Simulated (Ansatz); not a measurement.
## How far each method lies from UCCSDT(Q) for AsF⁻, quartet

Geometry: that of the AsF⁻, doublet, kept fixed. The doublet lies 1.1 eV lower here.

| atom | x (Å) | y (Å) | z (Å) |
| --- | --- | --- | --- |
| F | 0.0000 | 0.0000 | 0.0000 |
| As | 0.0000 | 0.0000 | 1.8470 |

Basis aug-cc-pVTZ; Ansatz 0.2.0. Only valence electrons are correlated (noble-gas cores and the filled d shells of p-block atoms frozen), which leaves 13 electrons in 90 orbitals. R marks a restricted (for open shells ROHF) determinant, U an unrestricted one. Active spaces: valence = (13e, 8o) chosen from the atoms' valence shells. No spin–orbit coupling is included, and no scalar relativity. This anion state lies near or above the neutral species, so the extra electron is weakly bound or unbound and the energies hang on the diffuse functions.

Full CI isn't at hand for all of this; UCCSDT(Q) serves as the reference, and is uncertain by about the last step of the cluster series. The frozen core follows each run's orbitals, which can shift R against U totals by a few meV for light atoms and by up to 0.1 eV past Ca.

```
UHF ⟨S²⟩                          : 3.762
T1 diagnostic (RCCSD)             : 0.0288
largest doubles amplitude (RCCSD) : 0.029
T1 diagnostic (UCCSD)             : 0.0359
```

| level | E − E(UHF) (eV) |
| --- | --- |
| UMP2 | -10.1586 |
| UCCSD | -10.4278 |
| UCCSD(T) | -10.8544 |

Q: Estimate how far UCCSDT(Q) in aug-cc-pVTZ lies from UCCSD(T). The table doesn't fix it; the size of (T) and the diagnostics are the guide.

A: UCCSDT(Q) in aug-cc-pVTZ lies 40 meV below UCCSD(T), which is 9 % of the (T) step (-427 meV). T1 is raised, but (T) still catches most of what CCSD lacks.

The other levels:

```tsv
level	E − E(UCCSDT(Q)) (meV)	wall time
UCCSDT	19	–
```

Run but not shown, since their state, orbitals or frozen core can't be matched to the reference's or they repeat it: RHF, RMP2, RCCSD, RCCSD(T), BCCD(T), RCCSDT, RCCSDT(Q), CASSCF (valence space), NEVPT2 (valence space).

Natural occupations of CASSCF (valence space) about the gap: 1.999 1.999 1.001 1.001 1.001; effectively unpaired electrons, Σ n²(2−n)², 3.00.
